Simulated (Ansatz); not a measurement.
Born–Oppenheimer molecular dynamics of CH4BF (7 atoms, charge 0, multiplicity 1). It goes on from the last frame of an earlier run, with new velocities.

All numbers below come from RKS PBE/def2-SVP (Ansatz 0.2.0).

```yaml
ensemble: NVE (velocity Verlet)
time_step: 1 fs
steps_asked: 100
starting_velocities_drawn_for: 500 K
seed: 76617
```

First frame:

```xyz
7
Properties=species:S:1:pos:R:3
B 0.019 -0.107 0.007
F -0.053 0.375 1.264
C 1.398 0.006 -0.764
H 1.457 -0.755 -1.574
H 1.310 0.990 -1.292
H 2.279 0.023 -0.108
H -1.018 -0.470 -0.488
```

(1) How far do the bonds stretch over the last three quarters of this one trajectory? (Pairs bonded in most of those frames.)

## Answers

(1) 
| bond | mean (Å) | spread (Å) | shortest | longest |
| --- | --- | --- | --- | --- |
| B1–F2 | 1.341 | 0.023 | 1.30 | 1.39 |
| B1–C3 | 1.570 | 0.032 | 1.51 | 1.63 |
| B1–H7 | 1.226 | 0.013 | 1.20 | 1.25 |
| C3–H4 | 1.114 | 0.027 | 1.07 | 1.16 |
| C3–H5 | 1.111 | 0.008 | 1.10 | 1.13 |
| C3–H6 | 1.117 | 0.012 | 1.09 | 1.14 |

Mean temperature of the second half: 317 K. The conserved energy stayed within 0.66 meV per atom of its start (net change 0.4 meV per atom), so the integration is sound. A run of 0.1 ps of so small a system gives no equilibrium averages.

Time of the run: 94 s on 1 thread of Arm Neoverse V2, on a shared host, peak memory 0.096 GiB.
